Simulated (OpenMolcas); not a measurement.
# [HO2]− (hydroperoxide(1-)): levels of theory compared

Aim: a comparison of 6 runs (HF/STO-3G, HF/3-21G, B2PLYP/def2-TZVPPD, BHLYP/def2-TZVPPD, TPSS/def2-TZVPPD, CCSD(T)/def2-TZVPPD) of [HO2]− (hydroperoxide(1-)). 

The results are computed with OpenMolcas 26.06.

1 further run of the same task is left out (set aside as unsound or not needed).

### 1 Starting point

The species is [HO2]− (3 atoms), meant as a singlet with charge -1. SMILES: `[O-]O`. The coordinates come from a PBE0-D4/def2-TZVPD relaxation.

Bond lengths: O1–O2 1.479 Å, O2–H3 0.961 Å. Angles: O1–O2–H3 100.1°.

### 2 Energy and forces at HF/STO-3G (run 1)

File calc.input:

```
&GATEWAY
  BasLib = $CurrDir
  Coord
  3
  angstrom
  O       -0.357760       1.025590      -0.080830
  O       -0.242260      -0.445880      -0.180750
  H        0.600030      -0.579720       0.261570
  Basis = STO-3G
  Group = NoSym

&SEWARD

&SCF
  Charge = -1
  Thresholds = 1e-10 1e-07 1e-07 1e-05
  PrOrbitals = 1

&ALASKA
```

The basis set STO-3G is read from a file made from the Basis Set Exchange's data (not shown).

Launch:

```console
export MOLCAS_MEM=1860
pymolcas calc.input > calc.log
```

The log of the run:

```text
--- Start Module: gateway ---
[...]
--- Stop Module: gateway /rc=_RC_ALL_IS_WELL_ ---
[...]
      Basis functions           11
[...]
--- Start Module: scf ---
[...]
       Convergence after  13 Iterations
[...]
::    Total SCF energy                               -147.9316363900
[...]
      Total spin, S                                     0.0000000000
[...]
      Total electronic charge=   18.000000
      Total            charge=   -1.000000
[...]
      Dipole Moment (debye):
      Origin of the operator (angstrom)=   -0.2725    0.2633   -0.1188
                   X=  7.3462E-01               Y= -9.5215E-01               Z=  2.9346E-01           Total=  1.2379E+00
      Center of Charge (angstrom)
[...]
--- Stop Module: scf /rc=_RC_ALL_IS_WELL_ ---
--- Start Module: alaska ---
[...]
 *              Molecular gradients               *
 **************************************************
  Irreducible representation: a
 ------------------------------------------------------------------------------------------
                              X                       Y                       Z
 ------------------------------------------------------------------------------------------
  O1                4.32801909322711E-03    1.81841607849105E-02    4.35821294409133E-03
  O2                5.29702415213706E-02   -3.73433771052287E-02    2.46203310044510E-02
  H3               -5.72982606145978E-02    1.91592163203209E-02   -2.89785439485415E-02
 ------------------------------------------------------------------------------------------
--- Stop Module: alaska /rc=_RC_ALL_IS_WELL_ ---
[...]
```

It took 1.5 s on 1 thread of Arm Neoverse V2, shared host; peak memory 0.37 GiB.

### 3 Energy and gradient at HF/3-21G (run 2)

File run.input:

```
&GATEWAY
BasLib=$CurrDir
Coord
3
angstrom
O       -0.357760       1.025590      -0.080830
O       -0.242260      -0.445880      -0.180750
H        0.600030      -0.579720       0.261570
Basis=3-21G
Group=NoSym
&SEWARD
&SCF
Charge=-1
Thresholds=1e-10 1e-07 1e-07 1e-05
PrOrbitals=1 1
&ALASKA
```

The basis set 3-21G is read from a file made from the Basis Set Exchange's data (not shown).

Launch:

```console
export MOLCAS_MEM=1860
pymolcas run.input > run.log
```

The log of the run:

```text
--- Start Module: gateway ---
[...]
--- Stop Module: gateway /rc=_RC_ALL_IS_WELL_ ---
[...]
      Basis functions           20
[...]
--- Start Module: scf ---
[...]
       Convergence after  16 Iterations
[...]
::    Total SCF energy                               -149.2918198761
[...]
      Total spin, S                                     0.0000000000
[...]
      Total electronic charge=   18.000000
      Total            charge=   -1.000000
[...]
      Dipole Moment (debye):
      Origin of the operator (angstrom)=   -0.2725    0.2633   -0.1188
                   X=  1.5109E+00               Y= -1.3647E+00               Z=  6.6915E-01           Total=  2.1431E+00
      Center of Charge (angstrom)
[...]
--- Stop Module: scf /rc=_RC_ALL_IS_WELL_ ---
--- Start Module: alaska ---
[...]
 *              Molecular gradients               *
 **************************************************
  Irreducible representation: a
 ------------------------------------------------------------------------------------------
                              X                       Y                       Z
 ------------------------------------------------------------------------------------------
  O1                5.42138646980828E-03   -4.14756118162520E-02   -1.64099587578248E-03
  O2                6.04337569127433E-03    3.58701673545534E-02    7.24348980049117E-03
  H3               -1.14647621610828E-02    5.60544446169453E-03   -5.60249392470857E-03
 ------------------------------------------------------------------------------------------
--- Stop Module: alaska /rc=_RC_ALL_IS_WELL_ ---
[...]
```

Wall time 1.5 s (1 thread of Arm Neoverse V2, shared host); peak memory 0.37 GiB.

Runs 3 to 5 aren't shown in full; the table further down has their settings and results.

### 4 The energy at CCSD(T)/def2-TZVPPD (Cholesky decomposition) (run 6)

File coord.xyz:

```xyz
3

O     -0.357760     1.025590    -0.080830
O     -0.242260    -0.445880    -0.180750
H      0.600030    -0.579720     0.261570
```

File run.input:

```
&GATEWAY
BasLib=$CurrDir
Coord=coord.xyz
Basis=def2-TZVPPD
Group=NoSym
&SEWARD
High
&SCF
Charge=-1
Thresholds=1e-10 1e-07 1e-07 1e-05
PrOrbitals=1 1
&CHCC
Frozen=2
Threshold=1e-08
MaxIterations=80
&CHT3
Frozen=2
```

The basis set def2-TZVPPD is read from a file made from the Basis Set Exchange's data (not shown).

Launch:

```console
export MOLCAS_MEM=1860
pymolcas run.input > run.log
```

The log of the run:

```text
--- Start Module: gateway ---
[...]
--- Stop Module: gateway /rc=_RC_ALL_IS_WELL_ ---
[...]
      Basis functions           97
[...]
       Convergence after  18 Iterations
[...]
::    Total SCF energy                               -150.2249546300
[...]
      Total spin, S                                     0.0000000000
[...]
      Total electronic charge=   18.000000
      Total            charge=   -1.000000
[...]
      Dipole Moment (debye):
      Origin of the operator (angstrom)=   -0.2725    0.2633   -0.1188
                   X=  1.4679E+00               Y= -1.8015E+00               Z=  5.9757E-01           Total=  2.3994E+00
      Center of Charge (angstrom)
[...]
--- Start Module: chcc ---
[...]
--- Stop Module: chcc /rc=_RC_ALL_IS_WELL_ ---
[...]
--- Start Module: cht3 ---
[...]
--- Stop Module: cht3 /rc=_RC_ALL_IS_WELL_ ---
[...]
```

Wall time 2 min (1 thread of Arm Neoverse V2, shared host); peak memory 0.16 GiB.

### 5 The series

```csv
run,level,task,frozen core orbitals,energy (Eh),HOMO energy (eV),LUMO energy (eV),HOMO–LUMO gap (eV),wall time
1,HF/STO-3G,gradient,–,-147.931636,5.00,27.00,21.99,1.5 s
2,HF/3-21G,gradient,–,-149.291820,-0.58,15.15,15.72,1.5 s
3,B2PLYP/def2-TZVPPD,energy,2,-150.916205,-0.28,5.41,5.69,22 s
4,BHLYP/def2-TZVPPD,gradient,–,-150.923037,-0.28,5.29,5.57,25 s
5,TPSS/def2-TZVPPD,gradient,–,-151.028391,2.85,4.45,1.60,36 s
6,CCSD(T)/def2-TZVPPD (Cholesky decomposition),energy,2,-150.756958,-2.98,6.27,9.25,2 min
```

### 6 Outcome

| quantity | value |
| --- | --- |
| run 6: total energy | -150.75696 Eh |
| run 6: HOMO energy (Hartree–Fock orbitals) | -2.98 eV |
| run 6: LUMO energy (Hartree–Fock orbitals) | 6.27 eV |
| run 6: HOMO–LUMO gap (to an unbound level, set by the basis) | 9.25 eV |
| run 6: correlation energy (2 core orbitals frozen) | -532.0 mEh |
| run 6: (T) correction | -21.83 mEh |

What this shows: Over runs 1, 2, 3, 4, 5 the HOMO–LUMO gap runs from 1.60 eV (TPSS/def2-TZVPPD) to 21.99 eV (HF/STO-3G). The two ends differ in method and basis. The empty levels of an anion lie above zero and hang on the basis. For B2PLYP the log adds the whole second-order term; the table takes 0.27 of it, as the functional is defined. Totals of different functionals can't be ranked against each other. In runs 1, 5 the HOMO lies above zero, so the outermost electron may be held by the basis alone. In run 1 the basis is minimal, so the values are rough. All runs together took 3.5 min, the longest 2 min.
